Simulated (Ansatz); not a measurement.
A made-up structure of SiHOF, singlet:

O1  (0.639, -0.846, 1.182)
Si2  (0.051, -0.029, 0.063)
F3  (-1.290, -0.322, -0.709)
H4  (-2.113, -0.514, -0.372)
(Å)

It is relaxed with PBE-D4/def2-SVP and then PBE0-D4/def2-TZVP (Ansatz 0.2.0). Atoms count as bonded within 1.22 times the sum of their covalent radii (H–H: 0.88 Å). The end point is not checked to be a true minimum.

Does its bonding change? (A judgement: the text doesn't fix the answer.)

By the calculation: Yes. Formed: none; broken: Si2–F3.

Where it ends: The first stage lowers the energy by 3.21 eV in 12 steps. It ends as a complex of SiO + HF:
| atom | x (Å) | y (Å) | z (Å) |
| --- | --- | --- | --- |
| O1 | -0.0399 | -0.3443 | 0.2796 |
| Si2 | 1.3641 | -0.1598 | 0.8019 |
| F3 | -2.4561 | -0.6604 | -0.6219 |
| H4 | -1.5811 | -0.5460 | -0.2953 |

For scale, one of the runs: PBE0-D4/def2-TZVP relaxation, 105 basis functions, launched by `ansatz run in.yaml --threads 2 --pin off --events-out ev --progress --plain --max-ram 4352MiB`. The run took about 24 s on 2 CPU threads of an Arm Neoverse V2 (shared host).
